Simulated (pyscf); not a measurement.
Single points on ωB97X-D3(BJ)/def2-SVP structures (PySCF, gas phase).

Problem. PBE/def2-TZVP puts the barrier of O=SiH–OH (SMILES O=[SiH]O) + H₂ (SMILES [H][H]) → O=SiH₂ (SMILES O=[SiH2]) + H₂O (SMILES O) (four-centre exchange; singlet surface; O–Si, H–H broken, H–Si, H–O formed) at 1.26 eV and the reaction energy at +1.23 eV, from the separated reactants. What do B3LYP-D3(BJ)/def2-TZVP, PBE0-D3(BJ)/def2-TZVP, ωB97M-D3(BJ)/def2-TZVP give on the same structures?

Solution. B3LYP-D3(BJ): ΔE‡ = 1.51 eV, ΔE = +1.27 eV; PBE0-D3(BJ): ΔE‡ = 1.31 eV, ΔE = +1.23 eV; ωB97M-D3(BJ): ΔE‡ = 1.49 eV, ΔE = +1.27 eV. PBE's barrier lies under all of them, by 0.05 to 0.25 eV. Its reaction energy matches one of them and lies within 0.05 eV of the others. On the product side the descent ends in an adduct with a O–Si contact, 0.95 eV under the separated species and 1.16 eV under the saddle at ωB97X-D3(BJ)/def2-TZVP. What is counted as broken (O–Si) persists as a longer contact in the product adduct; parting that adduct is a step of its own. At the saddle there is also a short H–Si contact that neither side keeps. The same reactants have a lower exit, to HO–SiH₂–OH (barrier +0.79 eV at ωB97M-D3(BJ)/def2-TZVP, against +1.49 eV here). O=SiH–OH lies 0.43 eV over its isomer HO–Si:–OH [singlet] (electronic energy, ωB97M-D3(BJ)/def2-TZVP). One saddle was located; it need not be the lowest between these sides.
